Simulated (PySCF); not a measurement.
diphosphorus (P2), SMILES P#P. Coordinates come from a B3LYP-D3(BJ)/def2-TZVPD optimisation.

TDA-PBE/def2-TZVPD in PySCF puts the lowest singlet excitations at 3.73, 4.05, 4.05, 4.35, 4.35, 6.80 eV and the lowest triplet (TDA) at 2.74 eV.

### Question
What are the lowest singlet roots from PySCF 2.14.0 with EOM-CCSD/aug-cc-pVDZ? (The exact figures need the calculation; the answer reports its results.)

### Answer
4.19, 4.42, 4.42, 4.66, 4.66, 6.88 eV; triplets 2.67, 3.48, 3.48 eV. S1 differs by 0.46 eV (second minus first; roots are paired by order, and the bases may differ).
